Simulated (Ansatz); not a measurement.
# HSO₂ radical (SMILES [O]SO): single points off equilibrium

An exercise on one series of results from a longer session: the logs are not shown, and one member is left open.

The runs use Ansatz 0.2.0, Gaussian basis; single points in def2-TZVPP.

Correlated methods freeze the cores. Orbitals are unrestricted.

## The system as given

SMILES `[O]SO`, 4 atoms, charge 0, spin multiplicity 2.

Atoms are counted from 1 here; the program's logs count them from 0.

Bond lengths: O1–S2 1.469 Å, S2–O3 1.622 Å, O3–H4 1.111 Å. Angles: O1–S2–O3 117.2°, S2–O3–H4 101.4°.

As a file:

```
O    -1.1625    1.0038   -0.5285
S    -0.5681    0.2321    0.5713
O     0.6598   -0.7603    0.2015
H     0.9523   -0.3842   -0.8016
```

The first run:

run/in.yaml

```yaml
crystal:
  periodic: [false, false, false]
  atoms:
    - {symbol: O, position_ang: [-1.162500, 1.003800, -0.528500]}
    - {symbol: S, position_ang: [-0.568100, 0.232100, 0.571300]}
    - {symbol: O, position_ang: [0.659800, -0.760300, 0.201500]}
    - {symbol: H, position_ang: [0.952300, -0.384200, -0.801600]}
basis:
  gaussian: {orbitals: def2-TZVPP}
magnetization: {spin_polarized: true, initial_magnetization: 1}
correlation: {method: ccsd_t}
scf: {omitted_lower_state_checks: [cluster_reference]}
output: {forces: true}
```

The command line of these runs was not kept.

Among the steps run: CCSD(T)/def2-TZVPP; PBE0-D4/def2-TZVPP; wB97M-V/def2-TZVPP; r2SCAN-D4/def2-TZVPP; PBE-D4/def2-TZVPP; r2SCAN0-D4/def2-TZVPP; BHLYP-D4/def2-TZVPP.

One table of the session follows, with a row left open; its other results are not shown here.

```
    method  RMS force component (eV/Å)  angle to CCSD(T) forces (°)  dipole (D)
   CCSD(T)                       2.077                    reference        1.47
   PBE0-D4                           ?                            ?           ?
   wB97M-V                       2.081                          6.1        1.52
 r2SCAN-D4                       2.040                          1.1        1.58
    PBE-D4                       1.982                         10.7        1.53
r2SCAN0-D4                       2.164                         11.3        1.58
  BHLYP-D4                       2.297                         15.4        1.54
```

Estimate the missing values for PBE0-D4.

As computed: RMS force component (eV/Å): 2.084; angle to CCSD(T) forces (°): 6.3; dipole (D): 1.55. In the column «RMS force component (eV/Å)» it lies between wB97M-V (2.081) and r2SCAN0-D4 (2.164).
